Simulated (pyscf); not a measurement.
`[NH2][SiH2][Cl]` -> `[SiH][Cl]` [singlet] + `[NH3]`, a 1,1-elimination (singlet surface; N–Si, H–Si broken, H–N formed). Structures and frequencies: ωB97X-D3(BJ)/def2-SVP in PySCF. MP2 and CC: frozen core, UHF for open shells. ΔMP2 is the change of the MP2 total energy from the triple- to the quadruple-zeta basis. Energies in kcal/mol from the reactant's lowest minimum found.

Small-basis levels: PySCF, no dispersion term, spherical d functions. AM1 to PM7: differences of heats of formation from MOPAC. Cost: rough CPU time at the saddle relative to B3LYP/6-31G*, from one job on a shared machine.

```csv
level,barrier,reaction energy,cost
HF/6-31G*,94.5,+60.5,0.09
BP86/6-31G*,64.0,+57.7,1
PBE/6-31G*,63.4,+59.4,1
B3LYP/STO-3G,77.8,+73.8,0.6
M06-2X/6-31G*,74.6,+62.6,2
B3LYP/6-311+G**,70.6,+54.9,1
B3LYP/def2-SVP,70.1,+58.4,1.0
PM6,72.2,+78.3,under 0.02
PM7,68.7,+81.2,under 0.02
CCSD(T)/def2-TZVPP + ΔMP2(QZVPP),75.4,+61.0,–
```

Against the last row the barrier runs from -11.9 (PBE/6-31G*) to +19.1 kcal/mol (HF/6-31G*); M06-2X/6-31G* happens to lie closest here (0.8 kcal/mol apart). At PM6, PM7 this geometry lies under one side, so the entry may be no barrier of that level: it is a single point on another level's saddle. CCSD(T)/def2-TZVPP + ΔMP2(QZVPP) has limits of its own. On the product side the descent ends in an adduct with a N–Si contact, 29.6 kcal/mol under the separated species and 41.6 kcal/mol under the saddle at ωB97X-D3(BJ)/def2-TZVP. What is counted as broken (N–Si) persists as a longer contact in the product adduct; parting that adduct is a step of its own. At ωB97X-D3(BJ) the barrier from the zero used here is 77.5 kcal/mol. One saddle was located; it need not be the lowest between these sides. The CCSD(T) − MP2 part came from Ansatz, without density fitting, on the same reference.
